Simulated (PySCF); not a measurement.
fluorine (F2), SMILES FF. Atoms are numbered in the order given.

```xyz
2

F      0.0000     0.0000    -0.6981
F      0.0000     0.0000     0.6981
```

The structure is a stationary point at B3LYP-D3(BJ)/def2-TZVPD.

The numbers are results of PBE/pcSseg-2 in PySCF, not measurements.

GIAO shieldings, no solvent; atoms alike by connectivity are averaged. δ = σ(ref) − σ: ¹⁹F against CFCl3 (σ = 132.0 ppm), references at their B3LYP-D3(BJ)/def2-TZVP geometries, non-relativistic.

Computed chemical shifts:
```csv
nucleus,atoms,count,δ (ppm)
¹⁹F,"F1, F2",2,350.9
```
